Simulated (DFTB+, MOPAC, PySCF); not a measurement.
Bulk modulus of diamond: levels of theory against measurement

Reference value: 455 GPa (measured, 0 K value with the zero-point phonon effect removed; as tabulated in Mejia-Rodriguez and Trickey (2018), arXiv:1807.09216).

| level (code) | value (GPa) | cell (Å³/atom) |
|---|---|---|
| DFTB cp2k-nonscc (DFTB+) | 484 | 5.68 |
| PM6 semi-empirical Hartree-Fock (MOPAC) | 734 | 5.80 |
| PBE (PySCF) | … | 5.70 |
| PBE0 (PySCF) | 468 ± 10 | 5.59 |
| Hartree–Fock (PySCF) | 501 ± 20 | 5.59 |
| MP2 (PySCF) | 469 ± 10 | 5.53 |
| CCSD (PySCF) | … | 5.55 |
| CCSD(T) (PySCF) | 450 ± 10 | 5.60 |

Question: Some entries are withheld; supply them.

Answer: 
- PBE (PySCF), value (GPa): 435 ± 10
- CCSD (PySCF), value (GPa): 462 ± 10

Errors against the reference: DFTB cp2k-nonscc +6.4 %, PM6 semi-empirical Hartree-Fock (MOPAC) +61 %, PBE -4.4 %, PBE0 +2.9 %, Hartree–Fock +10.1 %, MP2 +3.1 %, CCSD +1.5 %, CCSD(T) -1.1 %.

Once the reference is moved by up to 1.7 % (a margin picked here for doubts on the reference and the settings) and values within 1.7 % count as equal, the nearest can be CCSD(T) (-1.1 %), CCSD (+1.5 %), PBE0 (+2.9 %) or MP2 (+3.1 %). Farthest off among them: PM6 semi-empirical Hartree-Fock (MOPAC) (+61 %). Within 15 %: DFTB cp2k-nonscc, PBE, PBE0, Hartree–Fock, MP2, CCSD, CCSD(T).

A ± on a computed value is a rough bar: the spread of its extrapolation, a floor set from checks against published values, or a statistical error. DFTB cp2k-nonscc: this tight-binding set is not self-consistent in the charges. PM6 semi-empirical Hartree-Fock (MOPAC): the method was fitted mainly to molecules. PM6 semi-empirical Hartree-Fock (MOPAC): the run uses a supercell at the zone centre in place of a k mesh. Each level is taken at its own relaxed cell.

Differences are worked out from the printed values.
